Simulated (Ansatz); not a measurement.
**CHBN (quartet): the correlation ladder, cc-pVDZ**

Aim: climb from Hartree-Fock through coupled cluster for CHBN (quartet) at one geometry and basis, and see what each rung misses.

Method: cc-pVDZ, core rule «outside noble gas», up to 3 orbitals frozen; program: Ansatz 0.2.0, Gaussian basis.

To be run: UHF; CCSD(T) on ROHF; CCSD(T) on UHF; BCCD(T) on ROHF; CISD; CCSDT(Q) on ROHF; CCSDT(Q) on UHF.

19 further runs of the same task are left out: 7 that didn't finish, 12 set aside as unsound or not needed.

**1. The geometry**

The geometry is a PBE0/def2-TZVP stationary point (not a proven minimum).

4 atoms, charge 0, spin multiplicity 4.

Atoms are counted from 1 here; the program's logs count them from 0.

Bond lengths: B1–N2 1.277 Å, B1–H4 1.169 Å, N2–C3 1.253 Å. Angles: N2–B1–H4 180.0°, B1–N2–C3 180.0°.

**2. UHF**

in.yaml reads:

```yaml
crystal:
  periodic: [false, false, false]
  atoms:
    - {symbol: B, position_ang: [0.000000, 0.000000, 0.659600]}
    - {symbol: N, position_ang: [0.000000, 0.000000, -0.617700]}
    - {symbol: C, position_ang: [0.000000, 0.000000, -1.870800]}
    - {symbol: H, position_ang: [0.000000, 0.000000, 1.828900]}
basis:
  gaussian: {orbitals: cc-pVDZ}
magnetization: {spin_polarized: true, initial_magnetization: 3}
hamiltonian: {xc: hf}
output: {orbitals: {seedname: orbitals}}
```

On the command line:

```bash
> ansatz run in.yaml --threads 1 --pin off --events-out ev --progress --plain --max-ram 2393MiB
```

Further steps of the session: CCSD(T) on ROHF; CCSD(T) on UHF; BCCD(T) on ROHF; CISD; CCSDT(Q) on ROHF; CCSDT(Q) on UHF.

Before running them: what should the planned runs give, taken together? Wanted: UCCSDT(Q) below the RHF energy; RMP2 from UCCSDT(Q); UMP2 from UCCSDT(Q); RCCSD from UCCSDT(Q); RCCSD(T) from UCCSDT(Q); UCCSD(T) from UCCSDT(Q); RCCSDT(Q) from UCCSDT(Q); T1 diagnostic.

**Answer**, as computed:

| quantity | value |
| --- | --- |
| UCCSDT(Q) below the RHF energy | -9.3837 eV |
| RMP2 from UCCSDT(Q) | +104.6 kJ/mol |
| UMP2 from UCCSDT(Q) | +116.1 kJ/mol |
| RCCSD from UCCSDT(Q) | +39.4 kJ/mol |
| RCCSD(T) from UCCSDT(Q) | +5.7 kJ/mol |
| UCCSD(T) from UCCSDT(Q) | +6.7 kJ/mol |
| RCCSDT(Q) from UCCSDT(Q) | +0.4 kJ/mol |
| levels within 1 kcal/mol (43 meV) | RCCSDT, UCCSDT, RCCSDT(Q) |
| T1 diagnostic | 0.049 |

**Reading.** RCCSD(T) lands +5.7 kJ/mol from the yardstick (0.6 % of the correlation energy). These misses are within one basis, not against nature; the frozen cores of restricted and unrestricted runs differ, which can shift their rows.
